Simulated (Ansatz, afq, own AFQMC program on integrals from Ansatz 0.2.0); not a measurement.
## B$_{2}$H, quartet in 6-31G, levels against full CI

```xyz
3

B     0.0000    0.0000   -0.7079
B     0.0000    0.0000    2.5941
H     0.0000    0.0000   -1.8862
```

Connectivity, by distances: BH ··· B.

Basis 6-31G. Noble-gas cores (and the filled d shells of Ga–Kr and In–Xe) are frozen. AFQMC by an in-house program on the Cholesky factors that Ansatz 0.2.0 writes for its CCSD(T) run. ph-AFQMC/CISD is guided by a CISD state made of CCSD amplitudes; releasing the constraint for a short imaginary time cuts its bias at the price of noise, slowly where states lie close. ± is one standard error of the sampling.

Determinant: UHF, the one that the program's search chose, which needn't be the lowest solution. The geometry is a point of a scan.

Full CI on the same integrals is exact in this basis and with this determinant's frozen core.

Cautions: lower spins were not checked; the CCSDT(Q) amplitudes may be one of several solutions (largest double 0.65); the CCSDTQ amplitudes may be one of several solutions (largest double 0.93); the released energy hasn't reached full CI (43 meV above it at 2.40 1/Eh), so no released level is given (meV from the phaseless value at times in 1/Eh: -1.6 ± 1.5 at 0.24, -2.8 ± 1.2 at 0.51, -3.7 ± 1.5 at 0.99, -5.9 ± 1.4 at 1.62, -8.4 ± 1.3 at 2.40).

```
T1 diagnostic                               : 0.0158
weight of the determinant in the CISD state : 0.914
⟨S²⟩ of the determinant                     : 3.760
size of the correlated space                : 7 electrons in 18 orbitals
```

```tsv
level	correlation energy (eV)
MP2	-1.2443
CCSD	-2.0515
CCSD(T)	-2.0736
```

Question: Estimate where full CI lies against CCSD(T) on the same integrals.

Answer: 55.4 meV below CCSD(T).

Reference: full CI, correlation energy -2.129 eV.

```json
{"level": "CCSD(T)", "E − E(reference) (meV)": "55.4", "share of correlation (%)": "97.40"}
{"level": "CCSDT", "E − E(reference) (meV)": "15.0", "share of correlation (%)": "99.30"}
{"level": "CCSDT(Q)", "E − E(reference) (meV)": "5.0", "share of correlation (%)": "99.76"}
{"level": "CCSDTQ", "E − E(reference) (meV)": "0.4", "share of correlation (%)": "99.98"}
{"level": "ph-AFQMC/CISD", "E − E(reference) (meV)": "50.9 ± 3.8", "share of correlation (%)": "97.61"}
```

CCSDT and higher add their correlation energy to the determinant of the CCSD(T) run, since their own runs factorise the integrals more tightly (a shift of under 2 meV). A walk keeps the symmetry of its determinant, which the program's search chose and which needn't be the lowest solution, so a lower state of the same spin and another symmetry isn't excluded.
